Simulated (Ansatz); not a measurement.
Ansatz (a first-principles code) input (wB97X-V/def2-TZVP):

Ansatz 0.2 input:
```yaml
crystal:
  periodic: [false, false, false]
  atoms:
    - {symbol: Cl, position_ang: [-0.00000000, -0.00000000, -0.50551697]}
    - {symbol: O, position_ang: [0.00000000, 0.00000000, 1.07422357]}
basis:
  gaussian:
    orbitals: def2-TZVP
hamiltonian:
  xc: {name: wB97X-V}
magnetization: {spin_polarized: true, initial_magnetization: 1}
relax: {f_tol: 0.003, max_steps: 100}
```

End of the output:

```
the calculation of the forces begins
reference -14564.99606760 eV, -535.2537329755 hartree; 13, 12 occupied and 55, 56 virtual orbitals, 414 factors
relax step   5: F+E_penalty+E_count = -14564.99606847 eV  Δ(F+E_penalty+E_count) = -2.084e-6 eV  max|allowed force component| = 9.437e-6 eV/Å  Δτ_max = 0.0002 Å  (26 SCF iters, accepted)
integrals: 0.02 GiB planned
414 factors; their error is unknown
integrals: 0.05 GiB planned
74 factors; integrals over basis functions are off by at most 2.7e-5 eV
mean field: 0.24 GiB planned
mean field -14564.99606847 eV, -535.2537330073 hartree, gradient 3.2e-5 eV, S^2 0.755624; 1 other end points of the search recorded, 0 dependent functions left out
the calculation of the forces begins
reference -14564.99606760 eV, -535.2537329755 hartree; 13, 12 occupied and 55, 56 virtual orbitals, 414 factors
Total energy: -14564.99606760 eV, -535.2537329755 hartree
Atom 0 at    -0.000000    -0.000000    -0.496541 Å, force    -0.000000     0.000000    -0.000009 eV/Å
Atom 1 at     0.000000     0.000000     1.065247 Å, force     0.000000    -0.000000     0.000009 eV/Å
Dipole moment:     0.000000    -0.000000    -0.284457 e Å
```
